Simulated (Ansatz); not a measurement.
# BFH₅Si radical (built from SMILES BF.[SiH3]): a reaction path by the nudged elastic band

Aim: the minimum-energy path between two given structures and its highest point. Both ends were relaxed at PBE0-D4 in triple zeta.

Method: PBE0-D4/def2-SVP, unrestricted; program: Ansatz 0.2.0, Gaussian basis.

17 further runs of the same task are left out: 1 that didn't finish, 16 set aside as unsound or not needed.

**1. The system as given**

The first end: 8 atoms, charge 0, spin multiplicity 2.

Atoms are counted from 1 here; the program's logs count them from 0.

Bond lengths: F1–B2 1.319 Å, B2–H4 1.199 Å, B2–H5 1.197 Å, Si3–H6 1.486 Å, Si3–H7 1.492 Å, Si3–H8 1.485 Å. Angles: F1–B2–H4 117.9°, F1–B2–H5 118.1°, H4–B2–H5 124.0°, H6–Si3–H7 110.1°, H6–Si3–H8 111.9°, H7–Si3–H8 110.5°.

Coordinates:

```xyz
8

F    -2.2161   -0.5048   -0.6314
B    -1.0665   -0.4449   -1.2746
Si    0.9035    0.1955    1.3542
H    -0.2990   -1.3564   -1.1385
H    -0.8741    0.4892   -1.9984
H     1.0529    1.0976    2.5249
H     0.3021    0.9384    0.2084
H     2.1971   -0.4145    0.9554
```

The second end:

```xyz
8
BFH5Si
F    -1.1078   -1.0099    1.4491
B    -0.0693    0.1879   -1.1690
Si    0.0466   -0.0829    0.8545
H    -0.1517   -1.0157   -0.8965
H    -0.9809    0.6734   -1.7554
H    -0.1130    1.2606    1.4763
H     1.0263    0.6945   -1.1128
H     1.3498   -0.7079    1.1538
```

**2. The band at PBE0-D4/def2-SVP**

Input file neb/in.yaml:

```yaml
crystal:
  periodic: [false, false, false]
  atoms:
    - {symbol: F, position_ang: [-2.216069, -0.504756, -0.631373]}
    - {symbol: B, position_ang: [-1.066469, -0.444946, -1.274582]}
    - {symbol: Si, position_ang: [0.903473, 0.195485, 1.354189]}
    - {symbol: H, position_ang: [-0.298999, -1.356428, -1.138457]}
    - {symbol: H, position_ang: [-0.874058, 0.489187, -1.998445]}
    - {symbol: H, position_ang: [1.052937, 1.097615, 2.524889]}
    - {symbol: H, position_ang: [0.302100, 0.938373, 0.208408]}
    - {symbol: H, position_ang: [2.197084, -0.414528, 0.955371]}
basis:
  gaussian: {orbitals: def2-SVP}
magnetization: {spin_polarized: true, initial_magnetization: 1}
hamiltonian: {xc: pbe0, dispersion: d4}
neb:
  images: 5
  climbing: true
  max_iterations: 40
  initial_path: idpp
  final_atoms:
    - {symbol: F, position_ang: [-1.107780, -1.009947, 1.449117]}
    - {symbol: B, position_ang: [-0.069300, 0.187865, -1.169031]}
    - {symbol: Si, position_ang: [0.046639, -0.082853, 0.854495]}
    - {symbol: H, position_ang: [-0.151689, -1.015743, -0.896464]}
    - {symbol: H, position_ang: [-0.980936, 0.673437, -1.755432]}
    - {symbol: H, position_ang: [-0.112991, 1.260576, 1.476312]}
    - {symbol: H, position_ang: [1.026268, 0.694524, -1.112812]}
    - {symbol: H, position_ang: [1.349790, -0.707860, 1.153814]}
```

Command:

```bash
$ ansatz run in.yaml --threads 4 --pin off --events-out ev --progress --plain --max-ram 9574MiB
```

Output:

```text
Functional definition: PBE0
  name "PBE0"
  cite "Adamo & Barone, J. Chem. Phys. 110, 6158 (1999) doi:10.1063/1.478522"
  cite "Perdew, Burke & Ernzerhof, Phys. Rev. Lett. 77, 3865 (1996) doi:10.1103/PhysRevLett.77.3865"
  parent pbe
  parameter a = 0.25
  parameter kappa = 0.804
  parameter beta = 0.06672455060314922
  exchange = (1 - a)*pbe_x(kappa = kappa, mu = beta*pi^2/3) + a*exact_x
  correlation = pbe_c(beta = beta)
751 factors; integrals over basis functions are off by at most 2.8e-4 eV
mean field evaluation 1: about -11337.9149 eV, gradient 1.5e1 eV
mean field evaluation 2: about -11337.7577 eV, gradient 1.9e1 eV
mean field evaluation 4: about -11338.8536 eV, gradient 4.4e-1 eV
mean field evaluation 8: about -11338.8818 eV, gradient 2.5e-2 eV
mean field evaluation 16: about -11338.8818 eV, gradient 3.0e-5 eV
mean field -11338.88176997 eV, -416.6962192764 hartree, gradient 3.0e-5 eV, S^2 0.752416; 0 other end points of the search recorded, 0 dependent functions left out
the calculation of the forces begins
reference -11338.88179654 eV, -416.6962202528 hartree; 17, 16 occupied and 54, 55 virtual orbitals, 751 factors
[... from here to the last solve, the lines of the solves are left out (144 solves) ...]
WARN: NEB end point (image 0): max|allowed force component| = 2.273e-1 eV/Å (the criterion of neb.relax_end_points is 1.000e-2). That is over neb.f_tol: it is no minimum, so the barrier can be far off. Relax it first
WARN: NEB end point (image 6): max|allowed force component| = 7.491e-1 eV/Å (the criterion of neb.relax_end_points is 1.000e-2). That is over neb.f_tol: it is no minimum, so the barrier can be far off. Relax it first
NEB iter   1: max|band force component| = 4.294e0 eV/Å  barrier→ = 4.1165 eV  barrier← = 4.5574 eV  Δτ_max = 0.2000 Å  (203 SCF iters)
NEB iter   2: max|band force component| = 3.647e0 eV/Å  barrier→ = 3.0590 eV  barrier← = 3.5000 eV  Δτ_max = 0.2000 Å  (166 SCF iters)
NEB iter   3: max|band force component| = 8.838e0 eV/Å  barrier→ = 1.7734 eV  barrier← = 2.2144 eV  Δτ_max = 0.1014 Å  (172 SCF iters)
NEB iter   4: max|band force component| = 4.198e0 eV/Å  barrier→ = 1.2348 eV  barrier← = 1.6757 eV  Δτ_max = 0.2000 Å  (152 SCF iters)
NEB iter   5: max|band force component| = 1.819e0 eV/Å  barrier→ = 0.9820 eV  barrier← = 1.4229 eV  Δτ_max = 0.1586 Å  (163 SCF iters)
NEB iter   6: max|band force component| = 7.327e-1 eV/Å  barrier→ = 0.7631 eV  barrier← = 1.2041 eV  Δτ_max = 0.1110 Å  (150 SCF iters)
NEB iter   7: max|band force component| = 1.020e0 eV/Å  barrier→ = 0.7555 eV  barrier← = 1.1965 eV  CI = image 3  Δτ_max = 0.2000 Å  (152 SCF iters)
NEB iter   8: max|band force component| = 1.979e0 eV/Å  barrier→ = 0.9924 eV  barrier← = 1.4333 eV  CI = image 4  Δτ_max = 0.1979 Å  (148 SCF iters)
NEB iter   9: max|band force component| = 1.609e0 eV/Å  barrier→ = 1.4016 eV  barrier← = 1.8425 eV  CI = image 4  Δτ_max = 0.1965 Å  (157 SCF iters)
NEB iter  10: max|band force component| = 1.322e0 eV/Å  barrier→ = 1.5777 eV  barrier← = 2.0186 eV  CI = image 4  Δτ_max = 0.2000 Å  (155 SCF iters)
NEB iter  11: max|band force component| = 2.902e0 eV/Å  barrier→ = 1.6735 eV  barrier← = 2.1144 eV  CI = image 4  Δτ_max = 0.1022 Å  (155 SCF iters)
NEB iter  12: max|band force component| = 4.037e-1 eV/Å  barrier→ = 1.5942 eV  barrier← = 2.0351 eV  CI = image 4  Δτ_max = 0.2000 Å  (152 SCF iters)
NEB iter  13: max|band force component| = 2.495e0 eV/Å  barrier→ = 1.5611 eV  barrier← = 2.0021 eV  CI = image 4  Δτ_max = 0.1014 Å  (151 SCF iters)
NEB iter  14: max|band force component| = 5.551e-1 eV/Å  barrier→ = 1.5021 eV  barrier← = 1.9430 eV  CI = image 4  Δτ_max = 0.1978 Å  (154 SCF iters)
NEB iter  15: max|band force component| = 4.520e-1 eV/Å  barrier→ = 1.4658 eV  barrier← = 1.9067 eV  CI = image 4  Δτ_max = 0.1979 Å  (155 SCF iters)
NEB iter  16: max|band force component| = 5.933e-1 eV/Å  barrier→ = 1.4532 eV  barrier← = 1.8941 eV  CI = image 4  Δτ_max = 0.0997 Å  (152 SCF iters)
NEB iter  17: max|band force component| = 2.224e-1 eV/Å  barrier→ = 1.4452 eV  barrier← = 1.8861 eV  CI = image 4  Δτ_max = 0.0432 Å  (152 SCF iters)
NEB iter  18: max|band force component| = 1.639e-1 eV/Å  barrier→ = 1.4416 eV  barrier← = 1.8825 eV  CI = image 4  Δτ_max = 0.0926 Å  (154 SCF iters)
NEB iter  19: max|band force component| = 1.006e-1 eV/Å  barrier→ = 1.4397 eV  barrier← = 1.8806 eV  CI = image 4  Δτ_max = 0.0411 Å  (158 SCF iters)
751 factors; integrals over basis functions are off by at most 7.7e-4 eV
mean field -11339.29377678 eV, -416.7113602472 hartree, gradient 1.3e-6 eV, S^2 0.753648; 0 other end points of the search recorded, 0 dependent functions left out
the calculation of the forces begins
reference -11339.29380142 eV, -416.7113611529 hartree; 17, 16 occupied and 54, 55 virtual orbitals, 751 factors
NEB iter  20: max|band force component| = 2.989e-2 eV/Å  barrier→ = 1.4388 eV  barrier← = 1.8797 eV  CI = image 4  Δτ_max = 0.0000 Å  (1150 SCF iters)
Total energy: -11337.52899160 eV, -416.6465055882 hartree
Atom 0 at    -1.440323    -0.403014     0.624830 Å, force     0.001561    -0.001408    -0.008891 eV/Å
Atom 1 at    -0.316745     0.056868    -1.060981 Å, force     0.002904     0.018387    -0.008020 eV/Å
Atom 2 at     0.264823    -0.320061     0.968196 Å, force     0.012809    -0.007303     0.011885 eV/Å
Atom 3 at     0.145852    -0.897428    -1.626342 Å, force    -0.002305    -0.006807     0.012834 eV/Å
Atom 4 at    -1.098439     0.844802    -1.512978 Å, force     0.004472     0.002133    -0.004085 eV/Å
Atom 5 at     0.234854     0.733933     2.020590 Å, force     0.004354     0.000906    -0.003831 eV/Å
Atom 6 at     0.494697     0.757119    -0.310339 Å, force    -0.020960    -0.008015     0.003356 eV/Å
Atom 7 at     1.715280    -0.772217     0.897024 Å, force    -0.002836     0.002107    -0.003249 eV/Å
Dipole moment:     0.258924     0.075393     0.054873 e Å
```

Wall time 2.1 min (4 threads of Arm Neoverse V1, shared host).

The last band:

| image | path (Å) | energy (kcal/mol) | F1–Si3 (Å) | F1–B2 (Å) |
| --- | --- | --- | --- | --- |
| 0 | 0.00 | 0.0 | 3.76 | 1.32 |
| 1 | 0.85 | 0.0 | 3.60 | 1.32 |
| 2 | 1.71 | 1.2 | 2.99 | 1.34 |
| 3 | 2.56 | 6.3 | 2.29 | 1.43 |
| 4 | 3.41 | 33.2 | 1.74 | 2.08 |
| 5 | 4.45 | -7.0 | 1.63 | 2.80 |
| 6 | 5.48 | -10.2 | 1.60 | 3.06 |

The highest image, 4:

```
F    -1.44032   -0.40301    0.62483
B    -0.31674    0.05687   -1.06098
Si    0.26482   -0.32006    0.96820
H     0.14585   -0.89743   -1.62634
H    -1.09844    0.84480   -1.51298
H     0.23485    0.73393    2.02059
H     0.49470    0.75712   -0.31034
H     1.71528   -0.77222    0.89702
```

**3. Results**

| quantity | value |
| --- | --- |
| PBE0-D4/def2-SVP, 20 iterations | highest 33.2 kcal/mol (image 4), last end -10.2 kcal/mol |
| from earlier runs: barrier over the separately found saddle, CCSD(T)/def2-TZVPP | 34.9 kcal/mol |

**Reading.** The highest image lies 33.2 kcal/mol above the first end, and it climbed, so it estimates the saddle. The ends are not quite minima at this level (largest force component 0.75 eV/Å), so the heights are unreliable: relaxing the first end would lower it and raise the barrier above it. The highest image is 1.8 kcal/mol below the CCSD(T) barrier in triple zeta, which comes from separate runs on the saddle.
